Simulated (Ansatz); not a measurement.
The inner images of a band of BClH₄S (7 atoms, charge 0, multiplicity 1) are given out of order.

All numbers below come from RKS B3LYP/def2-SVP in Ansatz 0.2.0.

Image 0:

```xyz
7
Properties=species:S:1:pos:R:3
B -0.012 0.035 0.088
H 0.237 0.617 1.117
H 0.848 0.000 -0.761
Cl -1.720 0.233 -0.533
S 0.171 -1.957 0.803
H -0.386 -2.633 -0.231
H -0.956 -2.046 1.550
```

Image 8:

```xyz
7
Properties=species:S:1:pos:R:3
B -0.011 -0.480 -0.954
H -0.381 -0.221 3.356
H 0.907 0.288 -1.037
Cl -1.603 0.015 -1.515
S 0.339 -2.087 -0.252
H -0.908 -2.611 -0.337
H -0.162 -0.656 2.771
```

Problem. Put them in order from the first end to the last, with their energies above the first end.
A.
```xyz
7
Properties=species:S:1:pos:R:3
B -0.108 -0.243 0.070
H -0.323 0.035 1.323
H 0.947 0.268 -0.194
Cl -1.590 0.141 -0.876
S 0.322 -2.245 0.210
H -0.962 -2.674 0.260
H -0.104 -1.034 1.239
```
B.
```xyz
7
Properties=species:S:1:pos:R:3
B -0.024 -0.492 -0.212
H -0.349 0.057 1.603
H 0.934 0.231 -0.222
Cl -1.570 0.132 -0.825
S 0.325 -2.289 -0.021
H -0.959 -2.691 0.146
H -0.176 -0.699 1.564
```
C.
```xyz
7
Properties=species:S:1:pos:R:3
B -0.032 0.088 0.049
H -0.048 0.515 1.176
H 0.968 0.193 -0.614
Cl -1.601 0.203 -0.861
S 0.210 -2.088 0.596
H -0.849 -2.592 -0.081
H -0.466 -2.071 1.767
```
D.
```xyz
7
Properties=species:S:1:pos:R:3
B 0.003 -0.557 -0.439
H -0.405 0.128 2.011
H 0.943 0.186 -0.390
Cl -1.588 0.104 -0.804
S 0.326 -2.303 -0.174
H -0.959 -2.729 -0.140
H -0.138 -0.581 1.970
```
E.
```xyz
7
Properties=species:S:1:pos:R:3
B -0.121 0.059 0.051
H -0.355 0.261 1.217
H 0.976 0.296 -0.379
Cl -1.530 0.223 -1.057
S 0.233 -2.230 0.354
H -1.056 -2.630 0.253
H 0.035 -1.731 1.593
```
F.
```xyz
7
Properties=species:S:1:pos:R:3
B 0.000 -0.568 -0.599
H -0.484 0.130 2.441
H 0.937 0.180 -0.586
Cl -1.614 0.086 -0.848
S 0.346 -2.306 -0.363
H -0.928 -2.765 -0.415
H -0.075 -0.509 2.403
```
G.
```xyz
7
Properties=species:S:1:pos:R:3
B -0.020 -0.526 -0.773
H -0.399 0.016 2.980
H 0.898 0.246 -0.770
Cl -1.633 0.055 -1.170
S 0.349 -2.228 -0.368
H -0.904 -2.730 -0.479
H -0.110 -0.584 2.612
```

Solution. C (+0.06 eV), E (+0.21 eV), A (+0.90 eV), B (+0.23 eV), D (-0.26 eV), F (-0.39 eV), G (-0.40 eV).

The run took 3.9 min on 1 thread of Arm Neoverse V1 (shared host), peak memory 0.13 GiB.
